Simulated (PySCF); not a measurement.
Compound: C₄H₄ClF.
Numbering: `[CH3:1][CH:2]=[C:3]=[C:4]([F:5])[Cl:6]` (hydrogens: H7, H8, H9 on C1; H10 on C2)

Computed, not measured: PySCF, PBE0-D3(BJ)/def2-TZVP geometry optimisation, gas phase.

(1) What internal coordinates does the optimisation give?

Results:

(1) 
```tsv
bond	length (Å)
C1–C2	1.493
C2=C3	1.302
C3=C4	1.295
C4–F5	1.333
C4–Cl6	1.715
C1–H7, C1–H8, C1–H9	1.092
C2–H10	1.090
```

Bonds in one row agree within 0.01 Å and their mean is given. A selection of angles:
```tsv
angle	degrees
C2–C1–H7	111.5
C2–C1–H8	110.2
H7–C1–H8	108.9
H8–C1–H9	107.0
C1–C2–C3	125.2
C1–C2–H10	116.7
C3–C2–H10	118.1
C2–C3–C4	178.8
C3–C4–F5	123.5
C3–C4–Cl6	124.5
F5–C4–Cl6	111.9
```

The 3 C–C bonds span 1.295 Å (C3=C4, drawn double) to 1.493 Å (C1–C2, drawn single), a spread of 0.198 Å.

Point group: C1 (no symmetry element, even within 0.4 Å). No frequency check.

The run took 1.7 min wall on an Arm Neoverse V1 with one thread, shared host with 32 logical CPUs at a one-minute load of 26, and the process peaked at 0.87 GiB of memory. These figures are those of the optimisation.
